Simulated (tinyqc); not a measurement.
UHF in the sto-6g basis, for BH, spin multiplicity 3, step by step. One step of it, computed by the program tinyqc.

Task: Iteration 1: building the Fock matrix. J_ij = sum D_kl (ij|kl) with D = D(alpha) + D(beta), K_ij = sum D_kl (ik|jl) for each spin; F = H + J - K(s); E = tr D H + tr D J / 2 - 0.5 sum_s tr D(s) K(s) + E_nn.

D(alpha) at the start, lower triangle:
```
            1B 1s      1B 2s    1B 2px    1B 2py     1B 2pz     2H 1s
1B 1s    1.078209
1B 2s   -0.298750   1.135765
1B 2px   0.000000   0.000000  0.185228
1B 2py   0.000000   0.000000  0.388482  0.814772
1B 2pz  -0.014882   0.065105  0.000000  0.000000   1.070273
2H 1s    0.027899  -0.089798  0.000000  0.000000  -0.098446  0.015281
```

D(beta) at the start, lower triangle:
```
            1B 1s      1B 2s    1B 2px    1B 2py     1B 2pz     2H 1s
1B 1s    1.061295
1B 2s   -0.229142   0.849298
1B 2px   0.000000   0.000000  0.000000
1B 2py   0.000000   0.000000  0.000000  0.000000
1B 2pz  -0.127022   0.526615  0.000000  0.000000   0.326760
2H 1s    0.032562  -0.108988  0.000000  0.000000  -0.067531  0.013996
```

core Hamiltonian H = T + V (hartree), lower triangle:
```
             1B 1s      1B 2s     1B 2px     1B 2py     1B 2pz      2H 1s
1B 1s   -12.814273
1B 2s    -3.176025  -3.740368
1B 2px    0.000000   0.000000  -2.961571
1B 2py    0.000000   0.000000   0.000000  -2.961571
1B 2pz   -0.013510  -0.122497   0.000000   0.000000  -3.045862
2H 1s    -0.485134  -1.207460   0.000000   0.000000  -1.191994  -2.310167
```

Two-electron integrals (ij|kl) in chemists' order, unique and non-zero (hartree):
```
(11|11) 2.924993   (21|11) 0.480756   (21|21) 0.099484   (22|11) 0.743449
(22|21) 0.188967   (22|22) 0.544922   (31|31) 0.021096   (32|31) 0.030854
(32|32) 0.120443   (33|11) 0.743450   (33|21) 0.188967   (33|22) 0.544922
(33|33) 0.587109   (41|41) 0.021096   (42|41) 0.030854   (42|42) 0.120443
(43|43) 0.031641   (44|11) 0.743450   (44|21) 0.188967   (44|22) 0.544922
(44|33) 0.523827   (44|44) 0.587109   (51|51) 0.021096   (52|51) 0.030854
(52|52) 0.120443   (53|53) 0.031641   (54|54) 0.031641   (55|11) 0.743450
(55|21) 0.188967   (55|22) 0.544922   (55|33) 0.523827   (55|44) 0.523827
(55|55) 0.587109   (61|11) 0.075039   (61|21) 0.015057   (61|22) 0.028409
(61|33) 0.028256   (61|44) 0.028256   (61|51) 0.001184   (61|52) 0.002275
(61|55) 0.028717   (61|61) 0.002364   (62|11) 0.197214   (62|21) 0.051092
(62|22) 0.164257   (62|33) 0.159438   (62|44) 0.159438   (62|51) 0.005961
(62|52) 0.036405   (62|55) 0.173894   (62|61) 0.008239   (62|62) 0.071716
(63|31) 0.005083   (63|32) 0.023725   (63|53) 0.006635   (63|63) 0.007373
(64|41) 0.005083   (64|42) 0.023725   (64|54) 0.006635   (64|64) 0.007373
(65|11) 0.193578   (65|21) 0.050812   (65|22) 0.171771   (65|33) 0.162873
(65|44) 0.162873   (65|51) 0.010078   (65|52) 0.057989   (65|55) 0.189566
(65|61) 0.008574   (65|62) 0.087449   (65|65) 0.111820   (66|11) 0.367596
(66|21) 0.097163   (66|22) 0.353438   (66|33) 0.333388   (66|44) 0.333388
(66|51) 0.012795   (66|52) 0.105409   (66|55) 0.393536   (66|61) 0.015963
(66|62) 0.204133   (66|65) 0.269373   (66|66) 0.774999
```

nuclear repulsion = 1.84897698 hartree

Give: Coulomb J; exchange K(alpha); exchange K(beta); F(alpha); F(beta); total energy of this density.

Result:

Coulomb J (hartree), lower triangle:
```
         1B 1s   1B 2s  1B 2px  1B 2py  1B 2pz   2H 1s
1B 1s   8.8855
1B 2s   1.7191  3.6705
1B 2px  0.0000  0.0000  3.6359
1B 2py  0.0000  0.0000  0.0246  3.6757
1B 2pz  0.0253  0.1034  0.0000  0.0000  3.6998
2H 1s   0.2664  1.0873  0.0000  0.0000  1.1320  2.2438
```

exchange K(alpha) (hartree), lower triangle:
```
          1B 1s   1B 2s  1B 2px  1B 2py  1B 2pz   2H 1s
1B 1s    3.0245
1B 2s    0.5431  0.8299
1B 2px   0.0000  0.0000  0.3043
1B 2py   0.0000  0.0000  0.2158  0.6540
1B 2pz  -0.0001  0.0014  0.0000  0.0000  0.7556
2H 1s    0.0912  0.2265  0.0000  0.0000  0.2019  0.1403
```

exchange K(beta) (hartree), lower triangle:
```
         1B 1s   1B 2s  1B 2px  1B 2py  1B 2pz   2H 1s
1B 1s   2.9768
1B 2s   0.4854  0.4847
1B 2px  0.0000  0.0000  0.1152
1B 2py  0.0000  0.0000  0.0000  0.1152
1B 2pz  0.0167  0.2872  0.0000  0.0000  0.2664
2H 1s   0.0822  0.2060  0.0000  0.0000  0.1587  0.1171
```

F(alpha) (hartree), lower triangle:
```
          1B 1s    1B 2s   1B 2px  1B 2py   1B 2pz    2H 1s
1B 1s   -6.9532
1B 2s   -2.0000  -0.8998
1B 2px   0.0000   0.0000   0.3700
1B 2py   0.0000   0.0000  -0.1912  0.0601
1B 2pz   0.0119  -0.0205   0.0000  0.0000  -0.1017
2H 1s   -0.3099  -0.3467   0.0000  0.0000  -0.2618  -0.2066
```

F(beta) (hartree), lower triangle:
```
          1B 1s    1B 2s  1B 2px  1B 2py   1B 2pz    2H 1s
1B 1s   -6.9056
1B 2s   -1.9424  -0.5547
1B 2px   0.0000   0.0000  0.5591
1B 2py   0.0000   0.0000  0.0246  0.5989
1B 2pz  -0.0049  -0.3063  0.0000  0.0000   0.3876
2H 1s   -0.3009  -0.3262  0.0000  0.0000  -0.2187  -0.1835
```

total energy of this density = -24.398928 hartree
